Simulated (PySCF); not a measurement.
**TDDFT beside published excitation energies**

Published values to compare with (the computed states carry no symmetry labels, so the two lists aren't matched line by line):

```
    state  E (eV)      f   kind of transition  source
3B2(π→π*)    2.47         vertical absorption     [1]
1B2(π→π*)    3.64  1.182  vertical absorption     [1]
```

[1] computed, theoretical best estimate (aug-cc-pVTZ, frozen core, CC3 geometry), gas; Veril, Scemama, Caffarel, Lipparini, Boggio-Pasqua, Jacquemin, Loos, WIREs Comput. Mol. Sci. 2021, 11, e1517 (QUESTDB)

Compound: streptocyanine-5, C5H9N2 (charge +1).
Z-matrix (Å and degrees, PBE0-D3(BJ)/def2-SVP geometry), rows numbered from 1:
```
N 
C   1  1.3204
C   2  1.3875  1  125.73
C   3  1.3926  2  120.48  1   179.99
C   4  1.3927  3  125.62  2   179.99
C   5  1.3875  4  120.49  3  -180.00
N   6  1.3204  5  125.73  4   179.99
H   1  1.0147  2  121.54  3     0.06
H   1  1.0128  2  121.35  3   179.94
H   2  1.0959  1  115.17  3   179.98
H   3  1.0944  2  119.70  1    -0.03
H   4  1.0979  3  117.19  2    -0.02
H   5  1.0944  4  119.82  3    -0.01
H   6  1.0959  5  119.10  4    -0.02
H   7  1.0128  6  121.38  5  -179.98
H   7  1.0147  6  121.55  5    -0.02
```

Theory: PySCF 2.14.0, density-fitted response routines, TDDFT PBE0/def2-SVPD, vertical, gas phase, core orbitals frozen in the response.

Computed singlets: 4.16 eV (f 1.162); 6.02 eV (f 0.023); 6.39 eV (f 0.000); 6.54 eV (f 0.000); 6.56 eV (f 0.000); 6.64 eV (f 0.004); 6.78 eV (f 0.000); 6.85 eV (f 0.000); 7.21 eV (f 0.000); 7.32 eV (f 0.000). Computed triplets (Tamm–Dancoff): 2.18, 4.35, 4.81, 5.76 eV.

Task: How does the lowest computed triplet compare with the best estimate listed for the lowest triplet (vertical absorption)?

Result: 2.18 eV against 2.47 eV for 3B2(π→π*) [1]: a difference of -0.29 eV. Geometry and basis of the two calculations needn't be the same.

All these states lie below the vertical ionisation energy of 11.98 eV (ΔSCF).

One conformer stands for the species.
